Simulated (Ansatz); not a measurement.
# CH6AlN: two geometries relaxed

Method: RKS PBE0-D4/def2-SVP, in Ansatz 0.2.0.

**1. The structure to begin with**

Bond lengths: N1–C2 1.395 Å, C2–Al3 1.988 Å, N1–H4 1.003 Å, N1–H5 1.088 Å, C2–H6 1.127 Å, C2–H7 1.125 Å, Al3–H8 1.605 Å, Al3–H9 1.661 Å. Angles: N1–C2–Al3 108.8°, N1–C2–H6 110.4°, N1–C2–H7 111.0°, Al3–C2–H6 109.0°, Al3–C2–H7 109.8°, H6–C2–H7 107.8°, C2–N1–H4 109.8°, C2–N1–H5 109.7°, H4–N1–H5 103.1°, C2–Al3–H8 116.5°, C2–Al3–H9 116.9°, H8–Al3–H9 112.7°.

As a file:

```xyz
9

N    -0.9546    0.7171   -0.7674
C     0.3029    0.3902   -0.2584
Al    0.0814   -0.9886    1.1569
H    -1.2963   -0.0334   -1.3392
H    -0.8630    1.5416   -1.4717
H     0.7950    1.3000    0.1896
H     0.9769   -0.0013   -1.0690
H     0.6474   -2.4527    0.8243
H     0.3988   -0.5191    2.7178
```

**2. End point A**

input.yaml reads:

```yaml
crystal:
  periodic: [false, false, false]
  atoms:
    - { symbol: "N", position_ang: [-0.9546, 0.7171, -0.7674] }
    - { symbol: C, position_ang: [0.3029, 0.3902, -0.2584] }
    - { symbol: Al, position_ang: [0.0814, -0.9886, 1.1569] }
    - { symbol: H, position_ang: [-1.2963, -0.0334, -1.3392] }
    - { symbol: H, position_ang: [-0.863, 1.5416, -1.4717] }
    - { symbol: H, position_ang: [0.795, 1.3, 0.1896] }
    - { symbol: H, position_ang: [0.9769, -0.0013, -1.069] }
    - { symbol: H, position_ang: [0.6474, -2.4527, 0.8243] }
    - { symbol: H, position_ang: [0.3988, -0.5191, 2.7178] }
basis:
  gaussian: { orbitals: def2-SVP }
hamiltonian:
  xc: pbe0
  dispersion: d4
relax:
  f_tol: 0.015
  max_steps: 40
output:
  orbitals: {}
```

Command:

```bash
$ ansatz run input.yaml --threads 1 --pin off --max-ram 2048MiB --backend cpu --events-out ev --progress --plain --runs-dir out
```

What time and memory should one allow on 1 thread of Arm Neoverse V1, shared host?

About 44 s, with a peak of 0.14 GiB.
